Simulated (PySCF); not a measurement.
# BCl (SMILES [B]Cl): CCSDTQ/STO-3G

What is the energy change on altering one bond length of BCl at CCSDTQ/STO-3G? The job is set up through a Python script.

The results are computed with PySCF 2.14.0.

12 further runs of the same task are left out: 3 that didn't finish, 9 set aside as unsound or not needed.

## 1. Starting point

The species is BCl (2 atoms), meant as a singlet with charge 0. As SMILES, `[B]Cl`. Geometry: relaxed at GFN2-xTB.

Bond lengths: B1–Cl2 1.579 Å.

## 2. The energy at CCSDTQ/STO-3G

File job.py:

```python
from pyscf import gto, cc

mol = gto.M(
    atom='B 0.000000 0.000000 0.000000; Cl 0.000000 0.000000 1.578530',
    verbose=3,
    charge=0,
    max_memory=1860,
    spin=0,
    basis='sto-3g',
)

mf = mol.RHF()
mf.conv_tol = 1e-10
mf.kernel()
if not mf.converged:
    mf = mf.newton().run(mf.mo_coeff, mf.mo_occ)

mycc = cc.CCSDTQ(mf, frozen=6)
mycc.kernel()
e_tot = mycc.e_tot
print('Final energy', e_tot)
```

Started as:

```console
OMP_NUM_THREADS=1 python job.py
```

Log:

```text
converged SCF energy = -478.825500565346
_make_eris_incore_RCCSDTQ

WARN: A large `blksize` is being used, which may cause large memory consumption
      for storing contraction intermediates. If memory is sufficient, consider using
      `pyscf.cc.rccsdtq_highm.RCCSDTQ` instead.

RCCSDTQ converged
E(RCCSDTQ) = -478.8887597572614   E_corr = -0.06325919191538371
E_corr(same-spin) = -0.00783602384916884
E_corr(oppo-spin) = -0.0554231680662149
Final energy -478.88875975726137
```

Run time: 3.3 s. Hardware: 1 thread of Arm Neoverse N1, shared host; peak memory 0.12 GiB.

## 3. The distorted shape, same level

File run.py:

```python
from pyscf import gto, scf, cc

mol = gto.M(
    atom='B 0.000000 0.000000 -1.262870; Cl 0.000000 0.000000 1.578530',
    basis='sto-3g',
    verbose=3,
    max_memory=1860,
)

hf = scf.RHF(mol)
hf.conv_tol = 1e-10
hf.kernel()
if not hf.converged:
    hf = hf.newton().run(hf.mo_coeff, hf.mo_occ)

mycc = cc.CCSDTQ(hf, frozen=6)
mycc.kernel()
e_tot = mycc.e_tot
print(f'total energy: {e_tot:.8f} hartree')
```

Started as:

```console
OMP_NUM_THREADS=1 python run.py
```

Log:

```text
converged SCF energy = -478.698436253305
_make_eris_incore_RCCSDTQ

WARN: A large `blksize` is being used, which may cause large memory consumption
      for storing contraction intermediates. If memory is sufficient, consider using
      `pyscf.cc.rccsdtq_highm.RCCSDTQ` instead.

RCCSDTQ converged
E(RCCSDTQ) = -478.7862022026567   E_corr = -0.08776594935223112
E_corr(same-spin) = -0.00305292603981093
E_corr(oppo-spin) = -0.0847130233124202
total energy: -478.78620220 hartree
```

Run time: 7.2 s. Hardware: 1 thread of Arm Neoverse N1, shared host; peak memory 0.1 GiB.

## 4. Results

At CCSDTQ/STO-3G, 6 core orbitals frozen:

```
                                                          quantity          value
                                         first shape: total energy  -478.88876 Eh
                 first shape: dipole moment (Hartree–Fock density)         0.54 D
                  first shape: HOMO energy (Hartree–Fock orbitals)       -7.74 eV
                  first shape: LUMO energy (Hartree–Fock orbitals)        7.08 eV
                first shape: HOMO–LUMO gap (Hartree–Fock orbitals)       14.82 eV
          first shape: correlation energy (6 core orbitals frozen)      -63.3 mEh
                                        first shape: T1 diagnostic          0.013
                                     distorted shape: total energy  -478.78620 Eh
             distorted shape: dipole moment (Hartree–Fock density)         7.36 D
              distorted shape: HOMO energy (Hartree–Fock orbitals)       -6.61 eV
              distorted shape: LUMO energy (Hartree–Fock orbitals)        2.92 eV
            distorted shape: HOMO–LUMO gap (Hartree–Fock orbitals)        9.53 eV
      distorted shape: correlation energy (6 core orbitals frozen)      -87.8 mEh
                                    distorted shape: T1 diagnostic          0.056
energy change with the B1–Cl2 bond stretched from 1.579 to 2.841 Å       2.791 eV
```

In words: With the B1–Cl2 bond stretched from 1.579 to 2.841 Å the energy rises by 2.79 eV (64 kcal/mol). The first shape isn't relaxed at this level, so the change isn't measured from a minimum. The minimal basis adds a large error of its own.
